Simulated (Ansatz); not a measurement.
Basis-set extrapolation for C3H3FOS, SMILES `C#CC(O)(F)S` (PBE0-D4/def2-TZVP geometry, frozen core, the Gaussian-basis code of Ansatz). Multiplicity 1, RHF reference.

|  | def2-TZVPP | def2-QZVPP |
| --- | --- | --- |
| HF | -687.230888 | -687.254428 |
| MP2 correlation | -1.124024 | -1.213623 |
| CCSD(T) correlation | -1.200627 | not run |

Energies in hartree. Use E(X) = E(∞) + A·exp(−7.88·√X) for Hartree–Fock and E(X) = E(∞) + B·X^(−2.97) for correlation, with X = 3 and 4, and add CCSD(T) minus MP2 of the smaller set to the MP2 limit.

Q: What is the CCSD(T) energy at the basis-set limit?

A: HF limit: -687.254428 + (-0.023540) × 0.13774 = -687.25767. MP2 limit: -1.213623 + (-0.089599) × 0.74074 = -1.27999. Higher-order term: -1.200627 − (-1.124024) = -0.07660. Total: -688.61426 hartree, 479.8 kJ/mol below CCSD(T)/def2-TZVPP.
